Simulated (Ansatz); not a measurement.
Born–Oppenheimer molecular dynamics of C2H2S2 (6 atoms, charge 0, multiplicity 1). It starts from a relaxed structure.

Method: RKS BLYP-D4/def2-SVP in Ansatz.

| Item | Value |
| --- | --- |
| ensemble | NVT, Langevin thermostat |
| time step | 0.5 fs |
| steps asked | 150 |
| set temperature | 300 K |
| friction | 0.001 /fs |
| seed | 266425 |

First frame:

```xyz
6
Properties=species:S:1:pos:R:3
S 1.426 -0.286 -1.832
C 0.356 -0.223 -0.526
C -0.329 -0.264 0.502
S -1.388 -0.440 1.807
H 0.823 0.645 -2.644
H -0.846 0.504 2.647
```

Task: How far do the bonds stretch over the last three quarters of this one trajectory? (Pairs bonded in most of those frames.)

Result: 
| bond | mean (Å) | spread (Å) | shortest | longest |
| --- | --- | --- | --- | --- |
| S1–C2 | 1.690 | 0.014 | 1.67 | 1.72 |
| S1–H5 | 1.381 | 0.046 | 1.31 | 1.46 |
| C2–C3 | 1.237 | 0.007 | 1.23 | 1.25 |
| C3–S4 | 1.688 | 0.011 | 1.67 | 1.71 |
| S4–H6 | 1.386 | 0.051 | 1.31 | 1.46 |

Mean temperature of the second half: 158 K. The mean temperature of the second half is 47 % below the set value. A run of 0.075 ps of so small a system gives no equilibrium averages.

Run time: 6.6 min on 1 thread of Intel(R) Xeon(R) Processor @ 2.50GHz (Skylake/Cascade Lake), on a shared host, peak memory 0.1 GiB.
